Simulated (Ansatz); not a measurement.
# SiH₄ (singlet): from Hartree-Fock to the top rungs at distance H1–H2 along a hydrogen transfer = 0.745 Å, 6-31G

How much of the correlation energy of SiH₄ (singlet) does each wave-function method recover here?

The runs use Ansatz 0.2.0, Gaussian basis; 6-31G, core rule «outside noble gas», up to 5 orbitals frozen.

The runs, in order: UHF; CCSD(T) on RHF; CCSD(T) on UHF; BCCD(T) on RHF; CISD; CCSDT(Q) on RHF; CCSDT(Q) on UHF; CISDTQ; CCSDTQ on RHF; CCSDTQ on UHF; CASSCF and MRCISD+Q, 2 electrons in 2 orbitals; CASSCF and NEVPT2, 2 electrons in 2 orbitals; CASSCF and MRCISD+Q, 8 electrons in 8 orbitals; CASSCF and NEVPT4(SD), 8 electrons in 8 orbitals; CASSCF and NEVPT2, 8 electrons in 8 orbitals; Full CI.

10 further runs of the same task are left out: 1 for a mislabelled method, 9 that didn't finish.

## 1. What is computed

The geometry derives from fragments relaxed apart (PBE0/def2-TZVP) and kept rigid, so it is no stationary point. A hydrogen atom is moved between rigid fragments.

5 atoms, charge 0, spin multiplicity 1.

Atoms are counted from 1 here; the program's logs count them from 0.

Bond lengths: H1–H2 0.745 Å, Si3–H4 1.526 Å, Si3–H5 1.526 Å. Angles: H4–Si3–H5 91.2°.

## 2. UHF

in.yaml

```yaml
crystal:
  periodic: [false, false, false]
  atoms:
    - {symbol: H, position_ang: [-2.419885, 0.054876, 0.000000]}
    - {symbol: H, position_ang: [-1.674885, 0.054876, 0.000000]}
    - {symbol: Si, position_ang: [0.096115, 0.054876, 0.000000]}
    - {symbol: H, position_ang: [0.708296, -0.819409, 1.090012]}
    - {symbol: H, position_ang: [0.708296, -0.819409, -1.090012]}
basis:
  gaussian: {orbitals: 6-31G}
magnetization: {spin_polarized: true, initial_magnetization: 0}
hamiltonian: {xc: hf}
output: {orbitals: {seedname: orbitals}}
```

The run is started by

```
ansatz run in.yaml --threads 1 --pin off --events-out ev --progress --plain --max-ram 2393MiB
```

Further steps of the session: CCSD(T) on RHF; CCSD(T) on UHF; BCCD(T) on RHF; CISD; CCSDT(Q) on RHF; CCSDT(Q) on UHF; CISDTQ; CCSDTQ on RHF; CCSDTQ on UHF; CASSCF and MRCISD+Q, 2 electrons in 2 orbitals; CASSCF and NEVPT2, 2 electrons in 2 orbitals; CASSCF and MRCISD+Q, 8 electrons in 8 orbitals; CASSCF and NEVPT4(SD), 8 electrons in 8 orbitals; CASSCF and NEVPT2, 8 electrons in 8 orbitals; Full CI.

**Question.** What will the summary of the whole plan be? Wanted: FCI below the RHF energy; RMP2 from FCI; RCCSD from FCI; RCCSD(T) from FCI; RCCSDT(Q) from FCI; NEVPT2 valence from FCI; NEVPT4(SD) valence from FCI; MRCISD+Q valence from FCI; T1 diagnostic.

**Answer**, as computed:

| quantity | value |
| --- | --- |
| FCI below the RHF energy | -2.5653 eV |
| RMP2 from FCI | +75.0 kJ/mol |
| RCCSD from FCI | +3.8 kJ/mol |
| RCCSD(T) from FCI | +1.2 kJ/mol |
| RCCSDT(Q) from FCI | +0.1 kJ/mol |
| NEVPT2 valence from FCI | +21.3 kJ/mol |
| NEVPT4(SD) valence from FCI | +4.4 kJ/mol |
| MRCISD+Q valence from FCI | +1.4 kJ/mol |
| levels within 1 kcal/mol (43 meV) | RCCSD, RCCSD(T), BCCD(T), RCCSDT, CISDTQ, RCCSDT(Q), RCCSDTQ, MRCISD valence, MRCISD+Q valence |
| T1 diagnostic | 0.012 |
| effectively unpaired electrons | 0.07 |

**Reading.** RCCSD(T) misses by +1.2 kJ/mol, 0.5 % of the correlation energy. One determinant dominates. Of the multireference levels listed MRCISD+Q valence comes nearest in total energy (+1.4 kJ/mol), which doesn't show that its space is the better one. These misses are within one basis, not against nature.
